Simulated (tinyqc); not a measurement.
Worked calculation: CCSD on RHF in the sto-6g basis, frozen core, for HF, spin multiplicity 1. One step of it, computed by the program tinyqc.

Task: Integrals over molecular orbitals. (pq|rs) = sum C_ip C_jq C_kr C_ls (ij|kl), one index at a time.

coefficients C:
```
,MO1,MO2,MO3,MO4,MO5,MO6
1F 1s,0.996986,-0.234477,0.082494,0.000000,0.000000,0.084861
1F 2s,0.013710,0.921015,-0.468694,0.000000,0.000000,-0.642770
1F 2px,0.000000,0.000000,0.000000,-0.197717,0.980259,0.000000
1F 2py,0.000000,0.000000,0.000000,0.980259,0.197717,0.000000
1F 2pz,0.002551,0.112709,0.713683,0.000000,0.000000,-0.837104
2H 1s,-0.004127,0.162842,0.496271,0.000000,0.000000,1.164833
```

core Hamiltonian H = T + V (hartree), lower triangle:
```
,1F 1s,1F 2s,1F 2px,1F 2py,1F 2pz,2H 1s
1F 1s,-41.045822
1F 2s,-9.153452,-11.006296
1F 2px,0.000000,0.000000,-8.790252
1F 2py,0.000000,0.000000,0.000000,-8.790252
1F 2pz,-0.018448,-0.204141,0.000000,0.000000,-8.929760
2H 1s,-2.329797,-4.578497,0.000000,0.000000,-2.864232,-5.751978
```

Two-electron integrals (ij|kl) in chemists' order, unique and non-zero (hartree):
```
i,j,k,l,(ij|kl)
1,1,1,1,5.406240
2,1,1,1,0.768129
2,1,2,1,0.138909
2,2,1,1,1.266271
2,2,2,1,0.283987
2,2,2,2,0.926367
3,1,3,1,0.029452
3,2,3,1,0.044681
3,2,3,2,0.204753
3,3,1,1,1.266273
3,3,2,1,0.283987
3,3,2,2,0.926366
3,3,3,3,0.998085
4,1,4,1,0.029452
4,2,4,1,0.044681
4,2,4,2,0.204753
4,3,4,3,0.053789
4,4,1,1,1.266273
4,4,2,1,0.283987
4,4,2,2,0.926366
4,4,3,3,0.890506
4,4,4,4,0.998085
5,1,5,1,0.029452
5,2,5,1,0.044681
5,2,5,2,0.204753
5,3,5,3,0.053789
5,4,5,4,0.053789
5,5,1,1,1.266273
5,5,2,1,0.283987
5,5,2,2,0.926366
5,5,3,3,0.890506
5,5,4,4,0.890506
5,5,5,5,0.998085
6,1,1,1,0.207642
6,1,2,1,0.035963
6,1,2,2,0.071813
6,1,3,3,0.071686
6,1,4,4,0.071686
6,1,5,1,0.001550
6,1,5,2,0.003014
6,1,5,5,0.072068
6,1,6,1,0.009467
6,2,1,1,0.475405
6,2,2,1,0.107982
6,2,2,2,0.386957
6,2,3,3,0.381772
6,2,4,4,0.381772
6,2,5,1,0.007704
6,2,5,2,0.055423
6,2,5,5,0.397324
6,2,6,1,0.027893
6,2,6,2,0.191408
6,3,3,1,0.012619
6,3,3,2,0.070033
6,3,5,3,0.011838
6,3,6,3,0.029705
6,4,4,1,0.012619
6,4,4,2,0.070033
6,4,5,4,0.011838
6,4,6,4,0.029705
6,5,1,1,0.299459
6,5,2,1,0.069042
6,5,2,2,0.264461
6,5,3,3,0.252793
6,5,4,4,0.252793
6,5,5,1,0.017125
6,5,5,2,0.107237
6,5,5,5,0.287796
6,5,6,1,0.018718
6,5,6,2,0.160514
6,5,6,5,0.163980
6,6,1,1,0.585816
6,6,2,1,0.135507
6,6,2,2,0.552975
6,6,3,3,0.533595
6,6,4,4,0.533595
6,6,5,1,0.013631
6,6,5,2,0.131754
6,6,5,5,0.591733
6,6,6,1,0.035361
6,6,6,2,0.333557
6,6,6,5,0.325014
6,6,6,6,0.774999
```

Give: one-electron integrals over orbitals h = C^T H C; Two-electron integrals over orbitals.

Result:

one-electron integrals over orbitals h = C^T H C (hartree), lower triangle:
```
,1,2,3,4,5,6
1,-41.0316
2,0.7059,-9.2474
3,-0.2447,0.5435,-7.9096
4,0.0000,0.0000,0.0000,-8.7903
5,0.0000,0.0000,0.0000,0.0000,-8.7903
6,-0.2642,1.3432,1.7167,0.0000,0.0000,-6.1422
```

Two-electron integrals over orbitals (pq|rs), unique and non-zero (hartree); the lowest 1 orbital is frozen and left out:
```
p,q,r,s,(pq|rs)
2,2,2,2,0.8631
3,2,2,2,-0.0028
3,2,3,2,0.1588
3,3,2,2,0.7729
3,3,3,2,-0.0626
3,3,3,3,0.8083
4,2,4,2,0.1780
4,3,4,2,-0.0465
4,3,4,3,0.0533
4,4,2,2,0.8766
4,4,3,2,-0.0753
4,4,3,3,0.7825
4,4,4,4,0.9981
5,2,5,2,0.1780
5,3,5,2,-0.0465
5,3,5,3,0.0533
5,4,5,4,0.0538
5,5,2,2,0.8766
5,5,3,2,-0.0753
5,5,3,3,0.7825
5,5,4,4,0.8905
5,5,5,5,0.9981
6,2,2,2,-0.1424
6,2,3,2,-0.0343
6,2,3,3,-0.0501
6,2,4,4,-0.1417
6,2,5,5,-0.1417
6,2,6,2,0.1011
6,3,2,2,-0.1412
6,3,3,2,0.0915
6,3,3,3,-0.1331
6,3,4,4,-0.1771
6,3,5,5,-0.1771
6,3,6,2,0.0615
6,3,6,3,0.1557
6,4,4,2,-0.0465
6,4,4,3,-0.0111
6,4,6,4,0.0325
6,5,5,2,-0.0465
6,5,5,3,-0.0111
6,5,6,5,0.0325
6,6,2,2,0.6980
6,6,3,2,0.0783
6,6,3,3,0.6709
6,6,4,4,0.6584
6,6,5,5,0.6584
6,6,6,2,-0.0708
6,6,6,3,-0.0089
6,6,6,6,0.7234
```
